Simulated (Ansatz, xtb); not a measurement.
## Isomers of C2H3N

2 of its isomers, all singlets with charge 0: A = acetonitrile `CC#N`; B = `C#CN`.

Shapes, held fixed at every level: PBE0-D4/def2-TZVP. Programs: Ansatz 0.2.0, xtb 6.7.1.

Electronic energies in kJ/mol, without zero-point or thermal terms.

```tsv
level	kind	B − A
GFN2-xTB	semi-empirical	+123.0
HF/def2-TZVPP	Hartree–Fock	+186.9
B3LYP-D4/def2-TZVPP	global hybrid	+168.7
BHLYP-D4/def2-TZVPP	global hybrid	+171.8
B2PLYP/def2-TZVPP	double hybrid	+176.0
MP2/def2-SVP	perturbation theory	+196.5
MP2/def2-TZVPP	perturbation theory	+182.6
CCSD(T)/def2-TZVPP	coupled cluster or CI	+182.6
CCSD(T)/CBS estimate	coupled cluster or CI	+173.3
```

The highest level, CCSD(T)/CBS estimate, puts A lowest of these. All levels agree on that. The B − A difference spans +123.0 to +196.5 kJ/mol over the levels. The CBS estimate extrapolates MP2 from def2-TZVPP and def2-QZVPP and adds CCSD(T) − MP2 in the triple-zeta set, cores frozen. GFN2-xTB strays far from the other rows.
